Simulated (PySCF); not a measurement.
Species: C₃H₅F₂ (doublet state).
Atom-mapped SMILES: `[CH3:1][CH2:2][C:3]([F:4])[F:5]` (hydrogens: H6, H7, H8 on C1; H9, H10 on C2)

Geometry (GFN2-xTB, Å), atoms numbered from 1 in this order:
```xyz
10
C3H5F2 angstrom
C     -1.0916   -0.1482    0.1800
C      0.2273   -0.2510   -0.6097
C      1.3632    0.3579    0.1193
F      1.3698    1.6886    0.2926
F      1.7871   -0.2322    1.2475
H     -1.0018   -0.6643    1.1325
H     -1.8946   -0.6037   -0.3931
H     -1.3389    0.8938    0.3667
H      0.1238    0.2637   -1.5659
H      0.4646   -1.3000   -0.7924
```

The hyperfine couplings belong to this conformer and change with its torsions.

Method used: PySCF, UKS B3LYP, pcH-1 on C F H, non-relativistic, mean-field spin-orbit, GIAO. Isolated species at its GFN2-xTB geometry (one conformer only). A GFN2-xTB geometry isn't a minimum of the functional, and hyperfine couplings can be far from their values at a DFT geometry. No stability test was run, so a lower SCF solution isn't excluded.

Q: Match the computed a_iso(13C) values +357.5, +47.2, +21.5 MHz with the sites C1; C2; C3.

A: 
```json
{"site": "C1", "a_iso (MHz)": "+47.2", "ρ(0) (bohr⁻³)": "+0.0420", "position": "2 bonds from C3", "distance from C3 (Å)": "2.51", "spin population": "+0.06", "largest |T| (MHz)": "11.5"}
{"site": "C2", "a_iso (MHz)": "+21.5", "ρ(0) (bohr⁻³)": "+0.0191", "position": "1 bond from C3", "distance from C3 (Å)": "1.48", "spin population": "-0.04", "largest |T| (MHz)": "8.9"}
{"site": "C3", "a_iso (MHz)": "+357.5", "ρ(0) (bohr⁻³)": "+0.3180", "position": "largest spin population", "distance from C3 (Å)": "0.00", "spin population": "+0.86", "largest |T| (MHz)": "164.2"}
```

Q: The isotropic 1H couplings, averaged over equivalent nuclei, are +14.5, +1.0 MHz. Assign them to H6/H7/H8; H9/H10.

A: 
| site | a_iso (MHz) | ρ(0) (bohr⁻³) | position | distance from C3 (Å) | bound to | spin population there | largest \|T\| (MHz) |
| --- | --- | --- | --- | --- | --- | --- | --- |
| H6/H7/H8 | +1.0 | +0.0002 | γ, 3 bonds from C3 | 2.99 | C1 | +0.06 | 5.5 |
| H9/H10 | +14.5 | +0.0033 | β, 2 bonds from C3 | 2.09 | C2 | -0.04 | 12.3 |

ρ(0) is the spin density at the nucleus and T the dipolar tensor; entries for several nuclei are means. The largest Mulliken spin populations are on C3 (+0.86) and C1 (+0.06). C3 is the only atom above +0.15. The angles at C3 add up to 345.8°, so it is pyramidal.

Means are taken over nuclei equivalent by connectivity, which assumes that they swap fast. The three 1H nuclei of mean +1.0 MHz run from -4.1 to 11.3 MHz in the frozen geometry.
